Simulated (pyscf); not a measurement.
## CH₂ (SMILES [CH2]), triplet

Gas-phase minimum from PySCF at ωB97X-D3(BJ)/def2-SVP, one conformer. 

```xyz
3

C      0.8568    -0.0753    -0.1320
H      1.5903     0.7066    -0.3420
H      0.4865    -0.5439     0.7829
```
Charge 0, spin multiplicity 3.

Bonded distances (Å): C1–H2 1.093, C1–H3 1.093. Angles (°): H2–C1–H3 134.1.

Properties at ωB97X-D3(BJ)/def2-SVP:

```
Item                                                                                                                                   Value
---------------------------------------------------------------------------------------------------------------------  ---------------------
Harmonic wavenumbers, unscaled                                                                                         1074, 3147, 3386 cm⁻¹
Zero-point energy                                                                                                              10.9 kcal/mol
Rotational symmetry number                                                                                                                 2
Entropy of this conformer at 298 K and 1 atm, rigid rotor and harmonic oscillator, modes under 100 cm⁻¹ raised to 100        195.6 J/(mol K)
Dipole moment                                                                                                                         0.67 D
Spin expectation value S2                                                                                                              2.005
```

Single-point totals, which compare only within one level (frozen core for MP2 and CC):

| level | total energy (hartree) |
|---|---|
| ωB97X-D3(BJ)/def2-TZVP | -39.18183 |
| PBE/def2-TZVP | -39.10463 |
| r²SCAN/def2-TZVP | -39.14528 |
| B3LYP-D3(BJ)/def2-TZVP | -39.16979 |
| PBE0-D3(BJ)/def2-TZVP | -39.11565 |
| M06-2X/def2-TZVP | -39.14426 |
| ωB97M-D3(BJ)/def2-TZVP | -39.17196 |
| UHF/def2-TZVPP | -38.93825 |
| MP2/def2-TZVPP | -39.05551 |
| CCSD/def2-TZVPP | -39.07483 |
| CCSD(T)/def2-TZVPP | -39.07822 |

The CCSD(T) − MP2 part came from Ansatz, without density fitting, on the same reference.
